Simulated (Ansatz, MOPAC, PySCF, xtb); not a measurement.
Barrier height from HO + CH3 (SMILES [CH3]) to the transition structure CH4O, without zero-point energy, on the benchmark's geometries as Psi4's copy of the set gives them.
Transition structure (charge 0, multiplicity 3):
```xyz
6

C      0.000    -1.142     0.000
H     -1.056    -1.385     0.000
H      0.520    -1.407     0.912
H      0.520    -1.407    -0.912
H      0.012     0.160     0.000
O      0.000     1.362     0.000
```
Reactant (charge 0, multiplicity 2):
```xyz
2

O      0.0000     0.0000     0.0000
H      0.9689     0.0000     0.0000
```
Reactant (charge 0, multiplicity 2):
```csv
atom,x (Å),y (Å),z (Å)
C,0.0000,0.0000,0.0000
H,0.0000,0.0000,1.0773
H,0.0000,0.9330,-0.5387
H,0.0000,-0.9330,-0.5387
```

Open shells are unrestricted; no spin–orbit coupling.

Correlated levels freeze the cores. The state that AM1 reach isn't checked.

Codes used: Ansatz (Gaussian orbitals); MOPAC for AM1 (differences of heats of formation); PySCF for the dispersion terms; xtb for the GFN methods. Each number belongs to the level named beside it. The GFN methods have no spin term and hold the electronic entropy of 300 K.

| level | barrier height (kcal/mol) |
|---|---|
| AM1 | 27.11 |
| GFN1-xTB | -2.89 |
| SVWN5/def2-TZVPPD | -9.24 |
| r2SCAN-D4/def2-TZVPPD | 3.48 |
| B97M-V/def2-TZVPPD | 3.94 |
| B3LYP-D4/def2-TZVPPD | 3.78 |
| BHLYP-D4/def2-TZVPPD | 8.45 |
| wB97M-V/def2-TZVPPD | 6.58 |
| CCSD/aug-cc-pVDZ | ___ |

Problem. Complete the blanks.

Solution. 
- CCSD/aug-cc-pVDZ, barrier height (kcal/mol): 9.05

Ansatz is a program for electronic structure.
